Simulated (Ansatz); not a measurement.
For rock-salt KI, r²SCAN in Ansatz (PAW) gives:

lattice parameter a: 7.092 Å
bulk modulus B0: 12.4 GPa
cohesive energy: 2.76 eV/atom
band gap at the measured cell: 4.61 eV
formation enthalpy: -1.710 eV/atom

Task: What does HSE06 (Ansatz, a program for electronic structure, PAW) give for the same quantities?

Result: 
- lattice constant a: 7.144 Å (goes up by 0.7 %)
- bulk modulus: 11.1 GPa (falls by 10 %)
- cohesive energy: 2.63 eV/atom (drops by 0.13 eV/atom)
- band gap at the measured cell: 4.96 eV (grows by 0.35 eV)
- formation enthalpy: -1.633 eV/atom (moves by +0.077 eV/atom)

For comparison: bulk modulus 12.7 GPa (measured, 4 K, no zero-point or thermal correction; as tabulated in Doll and Stoll (1998), arXiv:cond-mat/9801031); band gap 6.1 eV (measured, temperature not stated, no zero-point or thermal correction, sources range from 6.10 to 6.17; as tabulated in Aguado et al. (1998), arXiv:cond-mat/9809176); formation enthalpy -1.699 eV/atom (measured, 298 K, copied from a table, unchecked, not corrected to a static lattice; as tabulated in Wang et al. (2021), doi:10.1038/s41598-021-94550-5).

Changes are worked out from the printed values.

Unless a cell is named, each level is at its own relaxed cell (r²SCAN 44.60, HSE06 45.57 Å³/atom).

Levels without +SOC leave out spin–orbit coupling, which shifts energies and cells of such heavy elements.

Spin–orbit coupling is included only where a level's name says +SOC; with heavier elements it mostly lowers gaps and can invert bands. Density-functional gaps are differences of (generalised) Kohn–Sham levels.

Caveats: hybrids on metals are sensitive to the k mesh and can open a false gap (HSE06). Ansatz's density-functional and Hartree–Fock values are scalar-relativistic unless marked +SOC, with PAW data made under PBE.
